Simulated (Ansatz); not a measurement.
Basis-set extrapolation for C3H9NO, SMILES `CC(O)CN` (PBE0-D4/def2-TZVP geometry, frozen core, the Gaussian-basis code of Ansatz). Multiplicity 1, RHF reference.

|  | def2-TZVPP | def2-QZVPP |
| --- | --- | --- |
| HF | -248.252293 | -248.264277 |
| MP2 correlation | -0.985777 | -1.054086 |
| CCSD(T) correlation | -1.066475 | not run |

Energies in hartree. Use E(X) = E(∞) + A·exp(−7.88·√X) for Hartree–Fock and E(X) = E(∞) + B·X^(−2.97) for correlation, with X = 3 and 4, and add CCSD(T) minus MP2 of the smaller set to the MP2 limit.

Task: What is the CCSD(T) energy at the basis-set limit?

Result: HF limit: -248.264277 + (-0.011984) × 0.13774 = -248.26593. MP2 limit: -1.054086 + (-0.068309) × 0.74074 = -1.10469. Higher-order term: -1.066475 − (-0.985777) = -0.08070. Total: -249.45132 hartree, 348.0 kJ/mol below CCSD(T)/def2-TZVPP.
